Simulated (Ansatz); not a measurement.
System: C₃H₃, net charge 0, doublet state. It need not be the lowest isomer of its formula. SMILES: [C]#CC
Geometry: optimised at B3LYP-D3(BJ)/def2-TZVP (Ansatz, a program for electronic structure).

Parts of the frozen-core correlation energy in 6-31G (Ansatz, hartree). Frozen orbitals: 3; correlated occupied orbitals by spin: 8 and 7; virtual: 22 and 23. UHF or UKS for open shells. Spin-orbit coupling is left out. Non-relativistic.

```tsv
term	value
reference (HF)	-115.15519
MP2 opposite-spin	-0.15876
MP2 same-spin	-0.05209
CCSD correlation	-0.26687
(T)	-0.00811
T1 diagnostic	0.065
largest doubles amplitude	0.102
<S^2> of the reference	1.360
```
